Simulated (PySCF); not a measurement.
Species: thioformaldehyde, CH₂S.
SMILES: `C=S`

Theory: PySCF 2.14.0, PBE/def2-TZVP geometry optimisation, gas phase.

Masses are those of the commonest isotopes; rigid-rotor values at the optimised geometry. 

Task: Give the principal moments of inertia and the rotational constants in MHz.

Result: Ia = 1.74, Ib = 28.68, Ic = 30.42 u·Å²; 505379 MHz·u·Å²/I gives A = 290543, B = 17620, C = 16613 MHz.

Task: Classify the top.

Result: A near-prolate asymmetric top: κ = (2 × 17620 − 290543 − 16613)/(290543 − 16613) = -0.99.

Task: Is it planar, by Δ = Ic − Ia − Ib?

Result: Planar: Δ = Ic − Ia − Ib = 0.00 u·Å². For a rigid frame Δ = −2 Σ m c², so it vanishes when all atoms lie in the ab plane; here none is more than 0.01 Å from it.

Task: Give the coordinates in the principal-axis frame, origin at the centre of mass.

Result: The sense of each axis is arbitrary; atoms in the order of the calculation.
```csv
atom,mass (u),a (Å),b (Å),c (Å)
C1,12.000,-1.096,0.000,0.000
S2,31.972,0.517,0.000,0.000
H3,1.008,-1.683,0.929,0.000
H4,1.008,-1.683,-0.929,0.000
```

Task: Where do the levels up to J = 2 lie, in MHz?

Result: Above 0(0,0):
J = 1: 1(0,1) 34233, 1(1,1) 307156, 1(1,0) 308163
J = 2: 2(0,2) 102695, 2(1,2) 374614, 2(1,1) 377636, 2(2,1) 1196406, 2(2,0) 1196409
The levels of one J sum to (2J + 1)J(J + 1)(A + B + C)/3.

Task: Which types of transition are allowed, and where do some lines up to J = 5 fall?

Result: The dipole components are |μa| = 1.64 D, |μb| = 0.00 D, |μc| = 0.00 D; the symmetry axis of this C2v structure is a, so μb and μc vanish by symmetry and there are no b-type or c-type lines. Some lines, for components of 0.1 D or more:

```csv
type,branch,"J(Ka,Kc)",MHz,lower level (cm⁻¹)
a,Q,"1(1,0) ← 1(1,1)",1007,10.246
a,Q,"2(1,1) ← 2(1,2)",3022,12.496
a,Q,"3(1,2) ← 3(1,3)",6045,15.871
a,Q,"5(1,4) ← 5(1,5)",15112,25.996
a,R,"1(0,1) ← 0(0,0)",34233,0.000
a,R,"3(1,3) ← 2(1,2)",101185,12.496
a,R,"3(0,3) ← 2(0,2)",102687,3.426
a,R,"3(2,2) ← 2(2,1)",102698,39.908
a,R,"3(1,2) ← 2(1,1)",104207,12.597
a,R,"4(0,4) ← 3(0,3)",136903,6.851
a,R,"4(2,3) ← 3(2,2)",136928,43.333
a,R,"4(1,3) ← 3(1,2)",138940,16.073
a,R,"5(1,5) ← 4(1,4)",168632,20.371
a,R,"5(0,5) ← 4(0,4)",171107,11.417
a,R,"5(2,4) ← 4(2,3)",171157,47.901
a,R,"5(4,2) ← 4(4,1)",171169,157.348
a,R,"5(3,3) ← 4(3,2)",171172,93.504
a,R,"5(2,3) ← 4(2,2)",171212,47.902
a,R,"5(1,4) ← 4(1,3)",173669,20.707
```

Whether it is a minimum is left open (no frequencies). Zero-point vibration and centrifugal distortion are left out.
